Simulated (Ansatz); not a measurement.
**[H···H···SiH$_{3}$], doublet: the ladder up to UCCSDT(Q)**

Geometry: a point of a hydrogen-transfer path between rigid fragments, not a stationary point.

```
atom    x (Å)    y (Å)    z (Å)
   H  -2.4358   0.0000   0.0000
   H  -1.4527   0.0000   0.0000
  Si   0.0823   0.0000   0.0000
   H   0.5322  -1.4163   0.0000
   H   0.5322   0.7081  -1.2265
   H   0.5322   0.7081   1.2265
```

Basis cc-pVDZ; Ansatz 0.2.0. Correlated methods freeze the noble-gas cores, which leaves 9 electrons in 38 orbitals. R marks a restricted (for open shells ROHF) determinant, U an unrestricted one. Active spaces: valence = (9e, 9o) chosen from the atoms' valence shells; pair = (3e, 3o) about the gap.

Full CI isn't at hand for all of this; UCCSDT(Q) serves as the reference, and is uncertain by about the last step of the cluster series. The frozen core follows each run's orbitals, which can shift R against U totals by a few meV.

For open shells CISD is restricted-active-space CI with the open shells as a complete middle space.

- UHF ⟨S²⟩: 0.769
- T1 diagnostic (RCCSD): 0.0235
- largest doubles amplitude (RCCSD): 0.034
- T1 diagnostic (UCCSD): 0.0152

```csv
level,E − E(UCCSDT(Q)) (kJ/mol),share of correlation (%),wall time
RHF,448.4,0.00,–
UHF,433.2,3.40,–
RMP2,100.7,77.55,–
UMP2,101.0,77.49,–
CISD,34.8,92.24,1 s
RCCSD,10.4,97.69,–
UCCSD,10.1,97.75,–
RCCSD(T),2.2,99.51,2 s
UCCSD(T),2.2,99.51,1.9 s
BCCD(T),2.2,99.52,1.1 s
RCCSDT,0.2,99.95,–
UCCSDT,0.2,99.95,–
RCCSDT(Q),0.0,100.00,17 s
CASSCF (pair space),399.5,10.91,–
NEVPT2 (pair space),98.1,78.12,0.57 s
CASSCF (valence space),284.9,36.48,–
NEVPT2 (valence space),88.6,80.24,3 s
MRCISD (valence space),16.1,96.41,–
MRCISD+Q (valence space),2.1,99.54,4.9 s
```

The correlation energy at UCCSDT(Q), counted from RHF, is -4.648 eV. That run took 14 s on 1 thread of Arm Neoverse V1, shared host.

Times hold each run's SCF and search for its determinant on a shared host, so for small cases they say little of a method's own cost; they ran on 1 thread of Arm Neoverse V1.

Natural occupations of CASSCF (valence space) about the gap: 1.986 1.976 1.976 1.974 1.001 0.028 0.022 0.018 0.018; effectively unpaired electrons, Σ n²(2−n)², 1.02.
